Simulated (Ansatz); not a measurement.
Ideal-gas functions of `[CH2]OC` radical at 500 K and 1 bar, from an Ansatz frequency run at PBE0-D4/def2-TZVP.

Molar mass 45.06 g/mol, point group C1 (symmetry number 1), electronic degeneracy 2, moments of inertia 10.606, 46.63, 53.816 u Å². Harmonic wavenumbers (cm⁻¹, unscaled): 165, 293, 430, 547, 995, 1139, 1172, 1257, 1316, 1453, 1482, 1492, 1501, 3018, 3082, 3131, 3154, 3281.

Use S(trans) = R[1.5 ln M + 2.5 ln T − 1.1517]; rotational temperatures θ = 24.2544 K / I; S(rot) = R[ln(√π/σ · √(T³/θAθBθC)) + 1.5]; for each mode x = 1.438777 ν̃/T, S = R[x/(eˣ − 1) − ln(1 − e⁻ˣ)] and H = RT x/(eˣ − 1); 1 cm⁻¹ = 0.0119627 kJ/mol; R = 8.31446 J/(mol·K).

By hand: the entropy, in J/(mol·K).

Translation 167.1. Rotation: θ = 2.2869, 0.5201, 0.4507 K, giving 97.3. Vibration, mode by mode: 14.59, 9.98, 7.05, 5.35, 1.93, 1.39, 1.29, 1.06, 0.92, 0.67, 0.62, 0.61, 0.60, 0.01, 0.01, 0.01, 0.01, 0.01, in all 46.1. Electronic 5.8. Sum 316.3 J/(mol·K).

By hand: H − E and G − E in kJ/mol, counted from the electronic energy.

Zero-point energy ½ × 28908 × 0.0119627 = 172.9; thermal vibration 13.3; translation, rotation and pV give 4 RT = 16.6. H − E = 202.8 kJ/mol, and G − E = 202.8 − 500 × 316.3/1000 = 44.7 kJ/mol.

Vibration gives 15 % of the entropy. The sum counts one conformer and one mirror image; others add a mixing term.
